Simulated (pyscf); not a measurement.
This saddle point was located with ωB97X-D3(BJ)/def2-SVP in PySCF.

```xyz
12

Sn    -2.7046     0.2384    -0.8632
O     -1.3920    -0.2511     0.5745
B      0.1232     0.1257     0.3011
H     -2.1905    -0.5870    -2.2561
H     -4.2102    -0.3094    -0.2794
H     -2.6550     1.9352    -1.0253
H      0.8259    -0.8690     0.2512
H      0.2080     0.8917    -0.6582
N      0.1901     0.8876     1.6828
H     -1.0507     0.4096     1.4926
H      0.3554     1.8908     1.6499
H      0.7750     0.4706     2.4031
```

Surface: singlet, charge 0. Lowest wavenumbers (cm⁻¹): 1306i, 74, 108, 155, 387.

Task: What reaction is this the transition state of?

Result: H₂B–O–SnH₃ + ammonia (NH₃) ⇌ HO–SnH₃ + H₂B–NH₂, a four-centre exchange read from left to right: B–O, H–N broken and H–O, B–N formed. At ωB97M-D3(BJ)/def2-TZVP it lies +0.44 eV from the left side and +0.39 eV from the right (each side as separated species at their lowest minima found). On the reactant side the descent ends in an adduct with a B–N contact, 0.55 eV under the separated species and 0.99 eV under the saddle at ωB97X-D3(BJ)/def2-TZVP. On the product side the descent ends in an adduct with a B–O contact, 0.07 eV under the separated species and 0.42 eV under the saddle at ωB97X-D3(BJ)/def2-TZVP. What is counted as formed (B–N) is already present as a longer contact in the reactant adduct; forming that adduct is a step of its own. What is counted as broken (B–O) persists as a longer contact in the product adduct; parting that adduct is a step of its own. One saddle was located; it need not be the lowest between these sides. Elements past Kr carry the def2 core potentials, without spin-orbit coupling.
